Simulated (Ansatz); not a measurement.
# How far each method lies from full CI for CP, quartet

Geometry: that of the CP, doublet, kept fixed. The doublet lies 3.3 eV lower here.

```csv
atom,x (Å),y (Å),z (Å)
C,0.0000,0.0000,0.0000
P,0.0000,0.0000,1.5497
```

Basis 6-31G; Ansatz 0.2.0. Correlated methods freeze the noble-gas cores, which leaves 9 electrons in 16 orbitals. Prefix R: restricted or restricted open-shell reference; prefix U: unrestricted. Active spaces: valence = (9e, 8o) chosen from the atoms' valence shells.

Full CI is exact within this basis and frozen core; it isn't the basis-set limit. The frozen core follows each run's orbitals, which can shift R against U totals by a few meV.

Unrestricted rows (U) aren't spin-pure: their determinants' ⟨S²⟩ exceeds S(S+1) by up to 0.36, so they mix in states of higher spin. For open shells CISD and CISDTQ are restricted-active-space CI with the open shells as a complete middle space. The determinant fills πx and πy unequally, so it is a mixture of Σ and Δ, which weighs on every level built on one determinant.

- UHF ⟨S²⟩: 4.108
- T1 diagnostic (RCCSD): 0.0310
- largest doubles amplitude (RCCSD): 0.449
- T1 diagnostic (UCCSD): 0.0671

| level | E − E(full CI) (meV) | share of correlation (%) | wall time |
| --- | --- | --- | --- |
| RHF | 3732 | 0.00 | – |
| UHF | 3337 | 10.58 | – |
| RMP2 | 1315 | 64.75 | – |
| UMP2 | 1511 | 59.52 | – |
| CISD | 544 | 85.42 | 0.88 s |
| RCCSD | 425 | 88.62 | – |
| UCCSD | 403 | 89.21 | – |
| RCCSD(T) | 177 | 95.25 | 1.5 s |
| UCCSD(T) | 163 | 95.62 | 1.9 s |
| BCCD(T) | 180 | 95.17 | 1.5 s |
| RCCSDT* | 17 | 99.56 | – |
| UCCSDT* | 13 | 99.66 | – |
| CISDTQ | 9 | 99.76 | 7.5 s |
| RCCSDT(Q)* | -18 | 100.48 | 4.3 s |
| UCCSDT(Q)* | -21 | 100.55 | 4.8 s |
| RCCSDTQ* | 1 | 99.98 | 36 s |
| UCCSDTQ* | 0 | 99.99 | 38 s |
| CASSCF (valence space) | 1287 | 65.51 | – |
| NEVPT2 (valence space) | 347 | 90.69 | 1.4 s |
| MRCISD (valence space) | 54 | 98.57 | – |
| MRCISD+Q (valence space) | 19 | 99.48 | 2.1 s |

An asterisk marks runs whose energy the program itself flagged as in doubt.

The correlation energy at full CI, counted from RHF, is -3.732 eV. That run took 13 s on 1 thread of AMD EPYC 7B13, shared host over 1,120,064 determinants.

Times hold each run's SCF and search for its determinant on a shared host, so for small cases they say little of a method's own cost; they ran on 1 thread of AMD EPYC 7B13. Some runs computed forces too.

More than 5 meV below full CI, which no variational method can be: RCCSDT(Q), UCCSDT(Q).

The full-CI state has the irrep A1 of C2v, in the program's axes (one component, if the state is degenerate).

Natural occupations of full CI about the gap: 1.981 1.956 1.431 1.431 1.004 0.564 0.564 0.028 0.009 0.006; effectively unpaired electrons, Σ n²(2−n)², 3.65. No single determinant describes this state well, so single-reference rows can miss without a flag.
